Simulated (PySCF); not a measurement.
The numbers are results of PySCF with PBE-D3(BJ)/def2-TZVP // B3LYP-D3(BJ)/def2-TZVP, not measurements. Isolated molecules, 0 K electronic values unless said otherwise. Excitations are Tamm–Dancoff values on a coarser integration grid. The basis has no diffuse functions, so Rydberg states are missing or too high.

Reference species (SMILES): `CC` (neutral, multiplicity 1).

```yaml
HOMO: -8.14 eV
T1 excitation (TDA): 8.56 eV
brightest of the four lowest singlets (TDA): 9.97 eV
S1 excitation (TDA): 8.87 eV
```

After one change: the HOMO increases by 0.88 eV; the T1 excitation (TDA) falls by 2.40 eV; the brightest of the four lowest singlets (TDA) drops by 2.45 eV; the S1 excitation (TDA) falls by 1.69 eV.

Question: Name the change that produced these shifts. The new species is one of these.
A) `[NH3+][AlH3-]`
B) `[CH3][GeH3]`
C) `[SiH3][SiH3]`
D) `[SiH3][SnH3]`

Answer: C, `[SiH3][SiH3]`
